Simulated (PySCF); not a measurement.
**`CC(F)=C=CF`, C$_{4}$H$_{4}$F$_{2}$**

Molfile (atoms numbered from 1):
```
C4H4F2
     RDKit          3D

 10  9  0  0  0  0  0  0  0  0999 V2000
   -1.5875   -0.1946   -0.2452 C   0  0  0  0  0  0  0  0  0  0  0  0
   -0.2455    0.3384   -0.5765 C   0  0  0  0  0  0  0  0  0  0  0  0
   -0.2538    1.0922   -1.6921 F   0  0  0  0  0  0  0  0  0  0  0  0
    0.8692    0.1489    0.0697 C   0  0  0  0  0  0  0  0  0  0  0  0
    1.9445   -0.0106    0.7757 C   0  0  0  0  0  0  0  0  0  0  0  0
    2.8019   -1.0233    0.5803 F   0  0  0  0  0  0  0  0  0  0  0  0
   -1.9579   -0.8074   -1.0714 H   0  0  0  0  0  0  0  0  0  0  0  0
   -2.2904    0.6304   -0.1014 H   0  0  0  0  0  0  0  0  0  0  0  0
   -1.5479   -0.7972    0.6599 H   0  0  0  0  0  0  0  0  0  0  0  0
    2.2668    0.6431    1.5795 H   0  0  0  0  0  0  0  0  0  0  0  0
  1  2  1  0
  2  3  1  0
  2  4  2  0
  4  5  2  0
  5  6  1  0
  1  7  1  0
  1  8  1  0
  1  9  1  0
  5 10  1  0
M  END
```

The calculation used PySCF, TDDFT CAM-B3LYP/def2-TZVPD circular dichroism and optical rotation, one conformer, gas phase. Geometry: PBE0-D3(BJ)/def2-TZVP.

No stereocentre is labelled: unless the shape is locked (an allene, a helicene, a hindered biaryl), the mirror image is equally populated and a measured rotation or CD is zero.

Problem. Which excitations and rotatory strengths does the calculation give?

Solution. Rotatory strengths R in 10⁻⁴⁰ esu² cm², velocity form and length form (origin at the centre of mass); f in length form.
```tsv
state	E (eV)	λ (nm)	f	R (velocity)	R (length)	main
1	5.63	220	0.002	+7.0	+7.1	HOMO→LUMO+1 0.58, HOMO→LUMO+2 0.16
2	5.81	214	0.001	+4.2	+4.2	HOMO−1→LUMO 0.57, HOMO→LUMO+1 0.12
3	6.77	183	0.050	-4.5	-4.5	HOMO→LUMO 0.61, HOMO−1→LUMO+1 0.22
4	7.07	175	0.019	-18.3	-18.2	HOMO→LUMO+2 0.54, HOMO→LUMO 0.14
5	7.33	169	0.073	+6.2	+6.5	HOMO−1→LUMO+2 0.31, HOMO−1→LUMO 0.24
6	7.76	160	1.032	+29.3	+29.2	HOMO−1→LUMO+1 0.30, HOMO−1→LUMO+2 0.23
7	8.14	152	0.081	-8.0	-8.2	HOMO→LUMO+3 0.84
8	8.20	151	0.029	-2.9	-2.6	HOMO−1→LUMO+3 0.58, HOMO−1→LUMO+2 0.20
9	8.44	147	0.005	+3.9	+4.2	HOMO→LUMO+4 0.91
10	8.66	143	0.001	-1.4	-1.3	HOMO−1→LUMO+5 0.66, HOMO−1→LUMO+6 0.16
11	8.72	142	0.032	-9.8	-9.7	HOMO→LUMO+5 0.50, HOMO−1→LUMO+4 0.34
12	8.82	140	0.033	+0.1	+0.1	HOMO−1→LUMO+4 0.41, HOMO→LUMO+5 0.34
```

Among the states computed, the strongest CD band (largest |R|) is state 6. The largest dissymmetry factor in size, g = 4R/(D+G), with D and G the electric and magnetic dipole strengths, is +0.031 for state 2 (velocity form, f = 0.001), among bands with |R| over 0.5. The mirror image has the same energies and oscillator strengths and all R with the opposite sign.
